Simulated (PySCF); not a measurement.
All values below come from ωB97X-D3(BJ)/def2-TZVP // B3LYP-D3(BJ)/def2-TZVP (PySCF). Gas-phase values, no solvent. Delta-SCF ions had no search for a lower state. Excitations are Tamm–Dancoff values on a coarser integration grid. The basis has no diffuse functions, so Rydberg states are missing or too high.

Reference species (SMILES): `[F][Al]([F])[F]` (neutral, multiplicity 1).

```json
{
  "vertical ionisation energy (Delta-SCF)": "14.92 eV",
  "T1 excitation (TDA)": "8.54 eV",
  "brightest of the four lowest singlets (TDA)": "9.61 eV",
  "HOMO–LUMO gap": "14.81 eV"
}
```

Changed species: `[F][AlH][F]` (1 of 3 F replaced by H; the reference has 0 of 3 F replaced by H).

Task: Give the shifts of the vertical ionisation energy (Delta-SCF), T1 excitation (TDA), brightest of the four lowest singlets (TDA) and HOMO–LUMO gap.

Result: the vertical ionisation energy (Delta-SCF) falls by 1.60 eV, to 13.32 eV; the T1 excitation (TDA) falls by 1.24 eV, to 7.30 eV; the brightest of the four lowest singlets (TDA) drops by 0.37 eV, to 9.24 eV; the HOMO–LUMO gap falls by 1.10 eV, to 13.71 eV.
